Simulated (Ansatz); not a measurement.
Born–Oppenheimer molecular dynamics of C2H6O + H2 (11 atoms, charge 0, multiplicity 1). It starts from a relaxed structure.

Level of theory: Ansatz, RKS PBE-D4/6-31G*.

```
ensemble                      : NVE (velocity Verlet)
time step                     : 2 fs
steps asked                   : 100
starting velocities drawn for : 1000 K
seed                          : 980035
```

First frame:

```xyz
11
Properties=species:S:1:pos:R:3
H 0.159 0.226 -3.168
H 0.354 -0.024 -2.484
C -0.770 0.549 0.742
C 0.190 -0.639 0.781
O 1.143 -0.628 -0.287
H -1.512 0.483 1.557
H -1.307 0.585 -0.220
H -0.225 1.503 0.867
H -0.365 -1.585 0.658
H 0.699 -0.687 1.768
H 1.634 0.216 -0.214
```

Q: How far do the bonds stretch over the last three quarters of this one trajectory? (Pairs bonded in most of those frames.)

A: 
```json
{"bond": "H1–H2", "mean (Å)": "0.762", "spread (Å)": "0.017", "shortest": "0.74", "longest": "0.78"}
{"bond": "C3–C4", "mean (Å)": "1.543", "spread (Å)": "0.036", "shortest": "1.47", "longest": "1.62"}
{"bond": "C3–H6", "mean (Å)": "1.123", "spread (Å)": "0.069", "shortest": "1.01", "longest": "1.22"}
{"bond": "C3–H7", "mean (Å)": "1.106", "spread (Å)": "0.021", "shortest": "1.07", "longest": "1.15"}
{"bond": "C3–H8", "mean (Å)": "1.109", "spread (Å)": "0.035", "shortest": "1.04", "longest": "1.17"}
{"bond": "C4–O5", "mean (Å)": "1.444", "spread (Å)": "0.038", "shortest": "1.38", "longest": "1.51"}
{"bond": "C4–H9", "mean (Å)": "1.106", "spread (Å)": "0.023", "shortest": "1.06", "longest": "1.15"}
{"bond": "C4–H10", "mean (Å)": "1.115", "spread (Å)": "0.028", "shortest": "1.07", "longest": "1.16"}
{"bond": "O5–H11", "mean (Å)": "0.979", "spread (Å)": "0.022", "shortest": "0.95", "longest": "1.01"}
```

Mean temperature of the second half: 554 K. The conserved energy wandered by up to 10.0 meV per atom (net 2.0 meV per atom), which is poor conservation. The temperature averaged 0.55 of the 1000 K drawn at the start: a run that starts near a minimum puts about half its kinetic energy into the potential. A step of 2 fs is long for free X–H stretches (periods near 10 fs) and can bias their spread and the temperature. A run of 0.2 ps of so small a system gives no equilibrium averages.

Run time: 100 s on 1 CPU thread of a shared host.
